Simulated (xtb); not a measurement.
BF3, SMILES FB(F)F. All values are semi-empirical tight-binding results from xtb (GFN2-xTB unless named), good for trends rather than for accurate numbers. The structure is a stationary point at GFN2-xTB. The isomer is the one that the SMILES or the coordinates give; other isomers of the formula were not compared.

The point group as xtb finds it is D3h, the orbital gap is 8.30 eV and the dipole moment is 0.00 D. The zero-point energy is 7.2 kcal/mol. The G − E(el) at 298.15 K (modified RRHO) is -8.3 kcal/mol. The static polarisability (D4 model) is 22.2 bohr³ and the solvation energy, GFN2-xTB/ALPB(water) is 0.7 kcal/mol. The solvation energy, GFN2-xTB/ALPB(hexane) is -0.4 kcal/mol.

Computed IR lines (harmonic; lines under 4 % of the strongest left out, lines within 3 cm⁻¹ merged):
ν (cm⁻¹): 404 (w), 520 (m), 1406 (vs) (against the strongest line: vs over 80 %, s over 45 %, m over 15 %, w over 4 %, vw less)
